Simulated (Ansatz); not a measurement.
Input for Ansatz (development build ahead of 0.2.0):

```yaml
crystal:
  periodic: [false, false, false]
  atoms:
    - { symbol: O, position_ang: [0.0, 0.0, 0.0] }
    - { symbol: H, position_ang: [0.0, 1.5, 0.0] }
    - { symbol: H, position_ang: [0.0, -1.5, 0.0] }
basis:
  gaussian: { orbitals: pcseg-2 }
magnetization:
  initial_magnetization: 2
hamiltonian:
  xc: pbe
```

The input is written out in the form of the current development build from the run's settings.

Results

| Property | Result |
| --- | --- |
| Converged | yes |
| Total energy | -76.11465 hartree |
| Spin squared of the determinant | 2.000 |
| Stability test | minimum among restricted orbitals |

Caution: stretched shape with no unrestricted run beside it, a lower state can exist; other spin multiplicities may lie lower.
